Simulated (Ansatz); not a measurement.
## Two structures, one formula

Two relaxed structures of CH$_{4}$LiSi, doublet (PBE0-D4/def2-TZVP; forces vanish, vibrations not checked).

A:

```xyz
7
angstrom
Li -2.4386 -0.3938 0.0968
C -0.6319 0.1040 -0.3229
Si 0.6722 0.2403 0.9577
H 0.1309 -0.0919 2.3181
H -0.2305 0.3423 -1.3162
H 1.2665 1.6115 1.0961
H 1.8375 -0.6850 0.7621
```

B:

Li1  (-2.077, 0.838, 1.734)
C2  (0.162, -0.491, -1.172)
Si3  (-0.235, -0.192, 0.669)
H4  (0.289, -1.558, -1.377)
H5  (-0.635, -0.116, -1.818)
H6  (1.092, 0.010, -1.457)
H7  (0.958, -0.778, 1.383)
(Å)

Computed with Ansatz 0.2.0 (basis: def2-TZVPP); correlated methods freeze the cores; orbitals are unrestricted. The outer core shell of Li, Na, Mg and K is correlated. B3LYP uses VWN-RPA correlation.

(1) Which structure is lower at CCSD(T), and by how much? (An estimate is asked for; the value comes from the calculation.)

No T1 diagnostic of these runs exceeds 0.014. ⟨S²⟩ of the unrestricted Hartree–Fock references: 0.76 to 0.77 (a pure state has 0.75).

Results:

(1) The calculation gives: B, by 96.8 kJ/mol (electronic energy, against the other). By their contacts, A is CH₄LiSi ([Li][CH][SiH3]) and B is CH₄LiSi ([Li][SiH][CH3]).

All methods give the same order:

```tsv
method	E(B) − E(A) (kJ/mol)
PBE-D4	-112.7
r2SCAN-D4	-96.9
PBE0-D4	-109.3
B3LYP-D4	-92.8
wB97M-V	-90.9
HF	-69.4
MP2	-100.2
CCSD	-93.8
CCSD(T)	-96.8
```

Labels in which every atom is bracketed show which atoms are joined, not bond orders.

For scale, one of the runs: CCSD(T)/def2-TZVPP, 148 basis functions, launched by `ansatz run in.yaml --threads 2 --pin off --events-out ev --progress --plain --max-ram 4352MiB`. Time: 45 s of wall clock on 2 CPU threads of an Arm Neoverse V1; the host was shared. Peak host memory: 2.1 GiB.
